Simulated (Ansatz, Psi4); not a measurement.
C2H2 (acetylene): from total energies to a heat of formation

The species is C2H2 (4 atoms), meant as a singlet with charge 0. As SMILES, `C#C`. Geometry: relaxed at PBE0-D4/def2-TZVP.

```xyz
4

C     0.1555   -0.5421    0.2004
C    -0.1555    0.5421   -0.2004
H     0.4322   -1.5065    0.5569
H    -0.4322    1.5065   -0.5569
```

Total energies at r2SCAN/def2-TZVPPD (Psi4 1.11); the atoms run unrestricted:

```tsv
species	state	energy (Eh)
C2H2	singlet	-77.307241
C	triplet	-37.832988
H	doublet	-0.499927
```

Harmonic wavenumbers at PBE0-D4/def2-TZVP, in cm⁻¹: 636, 636, 772, 772, 2084, 3427, 3528.

Measured heats of formation of the gaseous atoms at 298.15 K, in kJ/mol: C 716.9, H 218.0. Take 1 Eh = 2625.50 kJ/mol, 1 cm⁻¹ = 0.0119627 kJ/mol, RT = 2.479 kJ/mol.

**Question.** What heat of formation follows?

**Answer.** 
1. Electronic atomisation energy: 2 × (-37.832988) + 2 × (-0.499927) − (-77.307241) = 0.641411 Eh = 1684.0 kJ/mol.
2. Zero-point energy: half the sum of the wavenumbers, 5927.5 cm⁻¹ = 70.9 kJ/mol.
3. Thermal vibrational enthalpy, Σ hcν̃/(exp(hcν̃/kT) − 1): 1.2 kJ/mol. Translation, rotation and pV of a linear molecule: 3.5 RT = 8.7 kJ/mol.
4. The 4 free atoms carry 5/2 RT each: 24.8 kJ/mol.
5. Atomisation enthalpy at 298 K: 1684.0 − 70.9 − 1.2 − 8.7 + 24.8 = 1628.0 kJ/mol.
6. Sum of the atoms' heats of formation: 1869.8 kJ/mol. Heat of formation: 1869.8 − 1628.0 = +241.8 kJ/mol.

The tabulated value is +228.3 kJ/mol (Active Thermochemical Tables), so this level is off by +13.5 kJ/mol, or 0.8 % of the atomisation enthalpy that the table implies (1641.4 kJ/mol). Anharmonicity and any spin-orbit splitting of the molecule are left out.
